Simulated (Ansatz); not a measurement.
Rock-salt KBr was calculated with G0W0@PBE in Ansatz (hard PAW, contour deformation).

The same calculation (at the measured cell, 35.908 Å³/atom) with different numerical settings; throughout: k mesh 2×2×2:

```tsv
run	response cutoff (eV)	empty bands	quasiparticle gap on the mesh (eV)	quasiparticle gap at Γ (eV)	rough time
1	100	300	6.740	6.740	20 core-s
2	150	550	6.858	6.858	40 core-s
3	200	847	6.901	6.901	2 core-min
4	250	1184	6.925	6.925	4 core-min
5	300	1557	6.935	6.935	4 core-min
```

In the column quasiparticle gap on the mesh (eV) the first row differs from the last by -0.195 and the next to last by -0.010.

The last row is no converged limit: other settings stay fixed.

Spin–orbit coupling is not included.

Ansatz is a first-principles code.
